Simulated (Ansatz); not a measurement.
**Bulk modulus of some tetrahedrally bonded semiconductors and semimetals**

Method: PBE0 (plane waves, PAW; Ansatz, a quantum-chemistry and plane-wave program). References are measured values corrected to a static lattice or taken at low temperature (these still hold zero-point motion). The table is a random draw of 10 from 13 solids with such references.

Values in GPa.

```json
[
 {"solid": "zinc-blende GaAs", "reference": "76.7", "PBE0": "73.5", "error (%)": "-4.2"},
 {"solid": "zinc-blende InSb", "reference": "46.1", "PBE0": "45.4", "error (%)": "-1.5"},
 {"solid": "zinc-blende InP", "reference": "72", "PBE0": "70.7", "error (%)": "-1.8"},
 {"solid": "diamond-structure Si", "reference": "101", "PBE0": "99.4", "error (%)": "-1.6"},
 {"solid": "zinc-blende AlAs", "reference": "75", "PBE0": "76.5", "error (%)": "+2.0"},
 {"solid": "diamond-structure Ge", "reference": "77.3", "PBE0": "74.1", "error (%)": "-4.1"},
 {"solid": "diamond", "reference": "455", "PBE0": "471", "error (%)": "+3.5"},
 {"solid": "3C-SiC", "reference": "229", "PBE0": "233", "error (%)": "+1.7"},
 {"solid": "cubic BN", "reference": "410 (388–410)", "PBE0": "404", "error (%)": "-1.5"},
 {"solid": "zinc-blende BP", "reference": "176 (168–176)", "PBE0": "175", "error (%)": "-0.6"}
]
```

Over these 10 solids the mean error is -0.8 %, the mean absolute error 2.3 % (median 1.8 %), and the worst case zinc-blende GaAs at -4.2 %; the value is too low in 7 of 10 cases. Over all 13 the mean error is -0.4 % and the mean absolute error 2.0 % (median 1.8 %).

All these references are brought to a static lattice.

Spin–orbit coupling is left out, also for the solids with elements from indium on (zinc-blende InSb, zinc-blende InP); its size isn't shown.

Brackets give the range of our sources, which can hold other temperatures.

Differences are worked out from the printed values.

Each level is taken at its own relaxed cell. Ansatz's density-functional and Hartree–Fock values are scalar-relativistic unless marked +SOC, with PAW data made under PBE.

Not in this set, of the tetrahedrally bonded semiconductors and semimetals with a reference value in our tables and a result at some level: 16 for a reference at room or unstated temperature (wurtzite AlN, zinc-blende BAs, zinc-blende BeS, zinc-blende BeSe, zinc-blende BeTe and 11 more); 2 for a high-temperature or high-pressure phase (wurtzite BN, wurtzite ZnS); 1 for sources at odds (wurtzite GaN). These can be a level's worst cases. At least 5 more with a reference value are held back for tests. Layered and molecular crystals are counted apart. The metals Ce to Yb are counted apart.

References as tabulated in Mejia-Rodriguez and Trickey (2018), arXiv:1807.09216; Sun et al. (2011), doi:10.1103/physrevb.84.035117; Tanner et al. (2021), arXiv:2110.11888; Goldzak et al. (2022), arXiv:2208.04865.
